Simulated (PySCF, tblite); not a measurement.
**C₅H₈: a rotation path, then NMR shifts and spin-spin couplings on frames, part 1 of 3**

Aim: move C₅H₈ (`CCC1C=C1`) away from its starting geometry and see how NMR shifts and spin-spin couplings follow the geometry.

The runs use tblite 0.8.0 and PySCF 2.14.0, with density-fitted response routines of our own; the level of theory stands in each step. All values are computed, except where a source is named. Atoms are numbered from 0 throughout.

### Step 1. The starting structure

13 atoms, charge 0, multiplicity 1; geometry from: GFN2-xTB.

Bonds of the start (Å): C0–C1 1.53, C1–C2 1.52, C2–C3 1.50, C3–C4 1.30, C4–C2 1.50, C0–H5 1.09, C0–H6 1.09, C0–H7 1.09, C1–H8 1.09, C1–H9 1.09, C2–H10 1.09, C3–H11 1.06, C4–H12 1.06.

### Step 2. A band between two rotamers with GFN2-xTB

The job: settings as JSON, then the geometry in Å.

```
{"job": {"kind": "neb", "xc": "GFN2-xTB", "basis": "xTB", "atoms": [0, 1, 2, 4], "turn": 120}, "charge": 0, "multiplicity": 1}
C      1.703012    -0.115049     0.419029
C      0.600450     0.084380    -0.617297
C     -0.727457    -0.452545    -0.119638
C     -1.635078     0.401735     0.716386
C     -2.022278     0.197685    -0.507027
H      2.652443     0.267435     0.051367
H      1.822623    -1.172330     0.644857
H      1.453479     0.405571     1.340762
H      0.878159    -0.428570    -1.542579
H      0.496023     1.148496    -0.842765
H     -0.714036    -1.526950     0.058836
H     -1.787559     0.843375     1.670203
H     -2.724170     0.347253    -1.289861
```

With the program's defaults for keys left out, this is: GFN2-xTB climbing-image nudged elastic band, gas phase.

Command:

```console
$ OMP_NUM_THREADS=1 python probes_run.py task.json out
```

One launch serves the whole session: the jobs run in the order shown.

The program printed:

```text
image   E - E0 / eV
  0       0.0000
  1       0.0078
  2       0.0274
  3       0.0503
  4       0.0638
  5       0.0603
  6       0.0417
  7       0.0182
  8       0.0015
```

Run time: 1.3 s. Hardware: 1 thread of Arm Neoverse V1, shared host; peak memory 0.18 GiB.

The final band, with the dihedral C0–C1–C2–C4:

```tsv
image	dihedral (°)	energy (eV)	energy (kcal/mol)
0	147	0.000	0.0
1	161	0.008	0.2
2	176	0.027	0.6
3	191	0.050	1.2
4	206	0.064	1.5
5	221	0.060	1.4
6	236	0.042	1.0
7	252	0.018	0.4
8	267	0.001	0.0
```

### Step 3. Nuclear shieldings: image 0, PBE0/pcSseg-1

The job: settings as JSON, then the geometry in Å.

```
{"job": {"kind": "nmr", "xc": "PBE0", "basis": "pcSseg-1", "pop": false}, "charge": 0, "multiplicity": 1}
C      1.703000    -0.115000     0.419000
C      0.600400     0.084400    -0.617300
C     -0.727500    -0.452500    -0.119600
C     -1.635100     0.401700     0.716400
C     -2.022300     0.197700    -0.507000
H      2.652400     0.267400     0.051400
H      1.822600    -1.172300     0.644900
H      1.453500     0.405600     1.340800
H      0.878200    -0.428600    -1.542600
H      0.496000     1.148500    -0.842800
H     -0.714000    -1.527000     0.058800
H     -1.787600     0.843400     1.670200
H     -2.724200     0.347300    -1.289900
```

With the program's defaults for keys left out, this is: GIAO PBE0/pcSseg-1 NMR shielding, non-relativistic, gas phase.

The program printed:

```text
coarse grid: 10392 points
cycle   1  E = -194.9127857303  dE =  6.211e-01  |g| = 3.703e-01  |ddm| = 3.064e+00
cycle   2  E = -194.9087127233  dE =  4.073e-03  |g| = 4.039e-01  |ddm| = 7.483e-01
cycle   3  E = -194.9515973170  dE = -4.288e-02  |g| = 3.760e-02  |ddm| = 4.012e-01
cycle   4  E = -194.9518136219  dE = -2.163e-04  |g| = 2.139e-02  |ddm| = 4.970e-02
cycle   5  E = -194.9519177505  dE = -1.041e-04  |g| = 5.917e-03  |ddm| = 2.243e-02
cycle   6  E = -194.9519247275  dE = -6.977e-06  |g| = 2.623e-03  |ddm| = 5.877e-03
final grid: 99016 points
cycle   7  E = -194.9827831715  dE = -2.504e-05  |g| = 8.489e-03  |ddm| = 2.662e-02
cycle   8  E = -194.9827676056  dE =  1.557e-05  |g| = 1.160e-02  |ddm| = 1.722e-02
cycle   9  E = -194.9828012288  dE = -3.362e-05  |g| = 1.925e-03  |ddm| = 1.009e-02
cycle  10  E = -194.9828021483  dE = -9.195e-07  |g| = 2.323e-04  |ddm| = 1.559e-03
cycle  11  E = -194.9828021590  dE = -1.077e-08  |g| = 1.039e-04  |ddm| = 3.074e-04
cycle  12  E = -194.9828021617  dE = -2.612e-09  |g| = 1.514e-05  |ddm| = 1.065e-04
cycle  13  E = -194.9828021617  dE = -4.798e-11  |g| = 3.222e-06  |ddm| = 1.880e-05
converged SCF energy = -194.9828021617

GIAO shielding tensors (ppm)
atom      isotropic    diamagn.    paramagn.     s11        s22        s33       span
  0 C      171.990     246.666     -74.676    161.109    169.019    185.842     24.733
  1 C      149.570     245.520     -95.950    124.224    151.034    173.453     49.230
  2 C      165.650     240.290     -74.640    117.717    134.550    244.682    126.965
  3 C       59.784     254.508    -194.724    -84.379     76.921    186.809    271.188
  4 C       58.216     257.561    -199.345    -86.687     77.359    183.977    270.664
  5 H       30.622      28.750       1.872     26.106     27.904     37.856     11.750
  6 H       30.663      29.704       0.959     27.048     28.588     36.352      9.304
  7 H       30.671      30.370       0.300     26.366     29.390     36.256      9.890
  8 H       29.609      30.179      -0.570     25.017     29.182     34.628      9.611
  9 H       31.393      30.871       0.522     27.277     30.770     36.132      8.855
 10 H       30.201      29.920       0.282     24.094     27.897     38.614     14.520
 11 H       24.032      32.214      -8.182     20.397     25.449     26.250      5.853
 12 H       24.083      32.733      -8.650     20.426     25.535     26.287      5.861
```

Wall time 15 s (1 thread of Arm Neoverse V1, shared host); peak memory 0.56 GiB.

The references, computed at this level on geometries of the same kind, shield at (ppm): 1H TMS 31.72, 13C TMS 186.9. Their shielding less the atom's gives the shift. The references are single molecules in the gas phase. Each atom is listed at this fixed geometry, with no averaging over motion; a spectrum would average atoms that exchange fast.

```tsv
atoms	environment	σ (ppm)	δ (ppm)
C4	alkene CH	58.2	128.7
C3	alkene CH	59.8	127.1
C1	sp3 CH2	149.6	37.4
C2	three-membered-ring carbon	165.6	21.3
C0	methyl carbon	172.0	14.9
H11	hydrogen on an alkene CH	24.03	7.69
H12	hydrogen on an alkene CH	24.08	7.63
H8	hydrogen on an sp3 CH2	29.61	2.11
H10	hydrogen on a three-membered-ring carbon	30.20	1.52
H5	hydrogen on a methyl carbon	30.62	1.09
H6	hydrogen on a methyl carbon	30.66	1.05
H7	hydrogen on a methyl carbon	30.67	1.05
H9	hydrogen on an sp3 CH2	31.39	0.32
```

Ring of atoms C2, C3, C4: NICS(0) -28.6, NICS(1) -7.0, NICS(1)zz -15.3 ppm (means of both faces).

In rings of three or four atoms NICS is ruled by the nearby σ bonds, so it says little on aromaticity.

Orbitals, density, ELF and potential are computed afterwards from the orbital file.

Frontier orbitals at PBE0/pcSseg-1, with the share of their density that lies nearest to each atom:

```tsv
orbital	energy (eV)	lies on
HOMO	-7.15	C3, C4 about 30 % each; H10 11 %; C1 10 %
LUMO	0.12	C3, C4 about 33 % each; H11, H12 about 12 % each
```

ELF in a plane through or near 8 of the atoms.

Ten even steps from ' ' (0.00) to '@' (1.00):
```
                                                        
                                                        
                                                        
                                ..++**--                
                  ::--        ..**@@@@@@--              
                ++@@@@##..    ::##@@@@@@++..            
              ..%%@@@@@@==    ==##@@@@%%==..            
              ::##@@@@%%--  ::**##----**==::            
          ::====++**%%++::  --%%%%----##**--..          
        ::##%%%%****--##++==++**##++##%%**==..          
        --@@@@@@%%++%%##--++@@++++##::++##%%**::        
        ..##@@%%**--**==--..%%++**%%==**@@@@@@##        
          ..--::    **%%%%**==::--++**@@@@@@@@@@..      
                  ::@@@@@@@@::    ::::##@@@@@@##        
                  ==@@@@@@@@::          ==++--          
                  ..##@@@@##..                          
                      ..::                              
                                                        
                                                        
                                                        
```
The map spans 10.9 Å across and 9.0 Å up, centred on the molecule. Atoms in the plane (x, y in Å): C0 (-1.7, 0.3), C1 (-0.5, -0.6), C3 (1.6, 0.9), C4 (2.1, -0.3), H7 (-1.5, 1.3), H8 (-0.8, -1.7), H11 (1.7, 1.9), H12 (2.8, -1.0).

On the surface of density 0.002 e/bohr³ the electrostatic potential runs, from the 1st to the 99th percentile, from -0.50 V near C4 to 1.07 V near H12.

### Step 4. Spin-spin couplings: image 0, B3LYP/pcJ-1

Same as in step 3 but for these lines:

```diff
@@ -1,2 +1,2 @@
-{"job": {"kind": "nmr", "xc": "PBE0", "basis": "pcSseg-1", "pop": false}, "charge": 0, "multiplicity": 1}
+{"job": {"kind": "j", "xc": "B3LYP", "basis": "pcJ-1"}, "charge": 0, "multiplicity": 1}
 C      1.703000    -0.115000     0.419000
```

Level: B3LYP/pcJ-1 indirect spin-spin coupling, non-relativistic, gas phase.

The program printed:

```text
coarse grid: 10392 points
cycle   1  E = -195.1715376974  dE =  5.510e-01  |g| = 4.391e-01  |ddm| = 2.780e+00
cycle   2  E = -195.1524862531  dE =  1.905e-02  |g| = 5.198e-01  |ddm| = 8.797e-01
cycle   3  E = -195.2232986559  dE = -7.081e-02  |g| = 4.788e-02  |ddm| = 5.163e-01
cycle   4  E = -195.2235523364  dE = -2.537e-04  |g| = 3.339e-02  |ddm| = 6.578e-02
cycle   5  E = -195.2238039118  dE = -2.516e-04  |g| = 8.045e-03  |ddm| = 3.067e-02
cycle   6  E = -195.2238162183  dE = -1.231e-05  |g| = 3.734e-03  |ddm| = 7.589e-03
cycle   7  E = -195.2238196178  dE = -3.399e-06  |g| = 3.899e-04  |ddm| = 3.040e-03
final grid: 99016 points
cycle   8  E = -195.2663944591  dE = -9.689e-05  |g| = 5.887e-03  |ddm| = 1.799e-02
cycle   9  E = -195.2663906516  dE =  3.807e-06  |g| = 6.965e-03  |ddm| = 1.051e-02
cycle  10  E = -195.2664028613  dE = -1.221e-05  |g| = 8.295e-04  |ddm| = 6.004e-03
cycle  11  E = -195.2664028882  dE = -2.695e-08  |g| = 7.588e-04  |ddm| = 1.187e-03
cycle  12  E = -195.2664030268  dE = -1.386e-07  |g| = 1.215e-04  |ddm| = 5.596e-04
cycle  13  E = -195.2664030303  dE = -3.568e-09  |g| = 1.732e-05  |ddm| = 1.130e-04
cycle  14  E = -195.2664030304  dE = -6.401e-11  |g| = 4.947e-06  |ddm| = 1.865e-05
converged SCF energy = -195.2664030304

Indirect spin-spin couplings (Hz)
  i      j    bonds     total        FC       PSO       DSO        SD
  0 C    1 C    1     33.478    33.519    -0.211     0.170         -
  0 C    2 C    2     -0.224    -0.045    -0.201     0.021         -
  0 C    3 C    3      2.110     2.120     0.005    -0.014         -
  0 C    4 C    3      6.221     6.286     0.011    -0.076         -
  0 C    5 H    1    131.019   129.165     1.273     0.581         -
  0 C    6 H    1    131.417   129.566     1.239     0.613         -
  0 C    7 H    1    132.033   130.201     1.209     0.623         -
  0 C    8 H    2     -3.208    -3.202     0.215    -0.222         -
  0 C    9 H    2     -3.364    -3.356     0.201    -0.209         -
  0 C   10 H    3      1.446     1.432     0.044    -0.031         -
  0 C   11 H    4      0.731     0.730     0.100    -0.099         -
  0 C   12 H    4      0.935     0.952     0.306    -0.322         -
  1 C    2 C    1     44.882    45.382    -0.731     0.231         -
  1 C    3 C    2     -0.910    -0.650    -0.239    -0.020         -
  1 C    4 C    2     -0.651    -0.358    -0.272    -0.022         -
  1 C    5 H    2     -3.041    -3.059     0.228    -0.211         -
  1 C    6 H    2     -3.977    -4.029     0.241    -0.189         -
  1 C    7 H    2     -3.660    -3.691     0.209    -0.178         -
  1 C    8 H    1    130.435   128.621     0.985     0.829         -
  1 C    9 H    1    133.524   131.822     0.834     0.867         -
  1 C   10 H    2     10.980    11.034     0.121    -0.174         -
  1 C   11 H    3     -1.229    -1.161     0.211    -0.279         -
  1 C   12 H    3     -1.154    -1.101     0.219    -0.272         -
  2 C    3 C    1     12.549    13.351    -0.976     0.174         -
  2 C    4 C    1     12.650    13.456    -0.977     0.172         -
  2 C    5 H    3     14.172    14.220     0.347    -0.394         -
  2 C    6 H    3      3.635     3.671    -0.130     0.094         -
  2 C    7 H    3      2.762     2.808    -0.127     0.080         -
  2 C    8 H    2     -3.177    -3.096    -0.021    -0.060         -
  2 C    9 H    2     -5.718    -5.753     0.109    -0.074         -
  2 C   10 H    1    170.792   169.404     0.381     1.006         -
  2 C   11 H    2      2.798     2.702     0.708    -0.612         -
  2 C   12 H    2      2.803     2.708     0.712    -0.617         -
  3 C    4 C    1     64.309    70.627    -6.460     0.142         -
  3 C    8 H    3      9.637     9.863     0.249    -0.474         -
  3 C    9 H    3      1.643     1.606    -0.007     0.044         -
  3 C   10 H    2     -0.829    -0.712     0.241    -0.357         -
  3 C   11 H    1    235.955   236.331    -1.126     0.750         -
  3 C   12 H    2      2.153     2.576     0.516    -0.938         -
  4 C    5 H    4      1.728     1.786     0.270    -0.328         -
  4 C    6 H    4     -0.426    -0.290     0.165    -0.302         -
  4 C    7 H    4     -0.219    -0.125     0.149    -0.243         -
  4 C    8 H    3      1.455     1.495     0.144    -0.184         -
  4 C    9 H    3      2.044     2.010    -0.042     0.076         -
  4 C   10 H    2     -1.105    -0.989     0.251    -0.366         -
  4 C   11 H    2      2.165     2.590     0.511    -0.936         -
  4 C   12 H    1    236.273   236.671    -1.134     0.735         -
  5 H    6 H    2    -13.367   -13.459     2.873    -2.780         -
  5 H    7 H    2    -13.010   -13.093     2.849    -2.766         -
  5 H    8 H    3      3.708     3.825     0.434    -0.551         -
  5 H    9 H    3      3.595     3.727     0.398    -0.529         -
  5 H   10 H    4     -0.479    -0.402     1.470    -1.547         -
  5 H   12 H    5      0.208     0.276     1.069    -1.136         -
  6 H    7 H    2    -12.939   -13.037     2.750    -2.653         -
  6 H    8 H    3      4.266     4.366     0.474    -0.574         -
  6 H    9 H    3     15.550    15.661     2.773    -2.885         -
  6 H   10 H    4     -0.178    -0.195    -1.131     1.149         -
  7 H    8 H    3     15.532    15.636     2.803    -2.907         -
  7 H    9 H    3      4.321     4.429     0.375    -0.483         -
  7 H   10 H    4     -0.271    -0.162     0.531    -0.640         -
  8 H    9 H    2    -13.145   -13.270     2.334    -2.209         -
  8 H   10 H    3      2.066     2.148     0.329    -0.411         -
  8 H   11 H    4      0.708     0.843     1.739    -1.874         -
  8 H   12 H    4      1.012     1.094     0.638    -0.720         -
  9 H   10 H    3      9.192     9.287     2.753    -2.847         -
 10 H   11 H    3     -1.774    -1.638     1.870    -2.006         -
 10 H   12 H    3     -1.685    -1.551     1.890    -2.023         -
 11 H   12 H    3      1.681     1.795     2.595    -2.708         -
```

Run time: 25 s. Hardware: 1 thread of Arm Neoverse V1, shared host; peak memory 0.87 GiB.

A choice of the couplings up to four bonds, sorted by the number of bonds; isotopes 13C, 1H:

```tsv
pair	bonds	J (Hz)	Fermi contact (Hz)	dihedral (°)
C4–H12	1	236.3	236.7	–
C3–H11	1	236.0	236.3	–
C2–H10	1	170.8	169.4	–
C1–H9	1	133.5	131.8	–
C0–H7	1	132.0	130.2	–
C0–H6	1	131.4	129.6	–
C0–H5	1	131.0	129.2	–
C1–H8	1	130.4	128.6	–
C3–C4	1	64.3	70.6	–
H5–H6	2	-13.4	-13.5	–
H8–H9	2	-13.1	-13.3	–
H5–H7	2	-13.0	-13.1	–
H6–H7	2	-12.9	-13.0	–
C1–H10	2	11.0	11.0	–
C2–H9	2	-5.7	-5.8	–
C1–H6	2	-4.0	-4.0	–
C1–H7	2	-3.7	-3.7	–
C0–H9	2	-3.4	-3.4	–
H6–H9	3	15.6	15.7	-179
H7–H8	3	15.5	15.6	179
C2–H5	3	14.2	14.2	180
C3–H8	3	9.6	9.9	-153
H9–H10	3	9.2	9.3	176
C0–C4	3	6.2	6.3	147
H7–H9	3	4.3	4.4	61
H6–H8	3	4.3	4.4	-61
H5–H8	3	3.7	3.8	59
C4–H5	4	1.7	1.8	–
H8–H12	4	1.0	1.1	–
```

The spin-dipole term was not solved, so all couplings lack that part.

### Step 5. NMR shieldings: image 2, PBE0/pcSseg-1

The job: settings as JSON, then the geometry in Å.

```
{"job": {"kind": "nmr", "xc": "PBE0", "basis": "pcSseg-1", "pop": false}, "charge": 0, "multiplicity": 1}
C      1.784000    -0.245400     0.334600
C      0.583600     0.213600    -0.487000
C     -0.719100    -0.364300     0.042400
C     -1.784200     0.529000     0.606500
C     -2.030300     0.033600    -0.569300
H      2.703500     0.182800    -0.058700
H      1.869900    -1.329000     0.299400
H      1.680200     0.056000     1.374400
H      0.725700    -0.099000    -1.526400
H      0.519200     1.305000    -0.479000
H     -0.612500    -1.372400     0.440500
H     -2.065100     1.144000     1.425000
H     -2.659400    -0.053400    -1.420300
```

Method: GIAO PBE0/pcSseg-1 NMR shielding, non-relativistic, gas phase.

The program printed:

```text
coarse grid: 10392 points
cycle   1  E = -194.9110041788  dE =  6.183e-01  |g| = 3.690e-01  |ddm| = 3.061e+00
cycle   2  E = -194.9075569196  dE =  3.447e-03  |g| = 3.994e-01  |ddm| = 7.490e-01
cycle   3  E = -194.9495880660  dE = -4.203e-02  |g| = 3.665e-02  |ddm| = 3.973e-01
cycle   4  E = -194.9497984191  dE = -2.104e-04  |g| = 2.052e-02  |ddm| = 5.100e-02
cycle   5  E = -194.9498985495  dE = -1.001e-04  |g| = 3.789e-03  |ddm| = 2.205e-02
cycle   6  E = -194.9499008465  dE = -2.297e-06  |g| = 2.234e-03  |ddm| = 4.111e-03
final grid: 99016 points
cycle   7  E = -194.9815094327  dE = -2.431e-05  |g| = 8.265e-03  |ddm| = 2.839e-02
cycle   8  E = -194.9814948170  dE =  1.462e-05  |g| = 1.128e-02  |ddm| = 1.684e-02
cycle   9  E = -194.9815264743  dE = -3.166e-05  |g| = 1.989e-03  |ddm| = 9.690e-03
cycle  10  E = -194.9815274638  dE = -9.896e-07  |g| = 1.941e-04  |ddm| = 1.591e-03
cycle  11  E = -194.9815274705  dE = -6.676e-09  |g| = 1.060e-04  |ddm| = 2.898e-04
cycle  12  E = -194.9815274733  dE = -2.759e-09  |g| = 1.176e-05  |ddm| = 1.084e-04
cycle  13  E = -194.9815274733  dE = -2.956e-11  |g| = 3.183e-06  |ddm| = 1.235e-05
converged SCF energy = -194.9815274733

GIAO shielding tensors (ppm)
atom      isotropic    diamagn.    paramagn.     s11        s22        s33       span
  0 C      171.186     246.230     -75.044    160.840    166.881    185.836     24.996
  1 C      149.871     245.557     -95.687    126.392    147.908    175.312     48.919
  2 C      166.684     239.356     -72.672    120.570    131.886    247.597    127.027
  3 C       59.800     255.190    -195.390    -85.999     80.598    184.800    270.799
  4 C       60.723     256.924    -196.202    -82.946     80.101    185.014    267.960
  5 H       30.598      28.525       2.072     26.284     27.786     37.722     11.438
  6 H       30.609      29.539       1.070     26.727     28.806     36.295      9.569
  7 H       30.558      29.859       0.699     26.377     29.018     36.280      9.902
  8 H       29.786      30.552      -0.767     25.003     29.856     34.498      9.495
  9 H       31.212      30.979       0.233     27.840     30.275     35.520      7.680
 10 H       30.380      30.046       0.333     23.994     28.780     38.365     14.371
 11 H       24.134      32.338      -8.204     20.464     25.461     26.477      6.014
 12 H       24.198      32.668      -8.470     20.631     25.689     26.275      5.644
```

Run time: 7.8 s. Hardware: 1 thread of Arm Neoverse V1, shared host; peak memory 0.59 GiB.

In short: δ C3 127.1, C4 126.2, C1 37.1, C2 20.2, H11 7.58, H12 7.52 ppm.

(Continued in part 2 of 3.)
